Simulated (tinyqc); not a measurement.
Inside a calculation. Method: Pariser-Parr-Pople SCF with singles CI, for the molecule NC1=C(Cl)C=C1 (SMILES; centres numbered as the heavy atoms are written). One step of it, computed by the program tinyqc.

Task: PPP integrals. Mataga-Nishimoto: gamma = 14.399645/(R + a), a = 2 x 14.399645/(gamma_rr + gamma_ss); H_rr = -W_r - sum_(s != r) z_s gamma_rs; H_rs = beta for bonds.

Centres (angstrom, eV; a flat drawing with bonds scaled to 1.40 angstrom):
```
centre          x          y  core charge z          W   gamma_rr
1N      -1.690000  -1.127000              2  26.820000  16.280000
2C      -0.700000  -0.137000              1   9.740000  11.700000
3C       0.700000  -0.137000              1   9.740000  11.700000
4Cl      1.690000  -1.127000              2  23.220000  12.380000
5C       0.700000   1.263000              1   9.740000  11.700000
6C      -0.700000   1.263000              1   9.740000  11.700000
```

Resonance integrals (eV):
```
i  j       beta
1  2  -2.270000
2  3  -2.390000
3  4  -1.570000
3  5  -2.390000
5  6  -2.390000
6  2  -2.390000
```

Give: repulsion gamma_rs; core matrix H.

Result:

repulsion gamma_rs (eV), lower triangle:
```
          1N       2C       3C      4Cl       5C       6C
1N   16.2800
2C    5.9274  11.7000
3C    3.9820   5.4736  11.7000
4Cl   3.2839   3.8065   5.5467  12.3800
5C    3.2658   4.4850   5.4736   3.8065  11.7000
6C    3.9820   5.4736   4.4850   3.1468   5.4736  11.7000
```

core matrix H (eV), lower triangle:
```
           1N        2C        3C       4Cl        5C        6C
1N   -50.5450
2C    -2.2700  -44.6399
3C     0.0000   -2.3900  -44.2296
4Cl    0.0000    0.0000   -1.5700  -46.0944
5C     0.0000    0.0000   -2.3900    0.0000  -39.3168
6C     0.0000   -2.3900    0.0000    0.0000   -2.3900  -39.4298
```
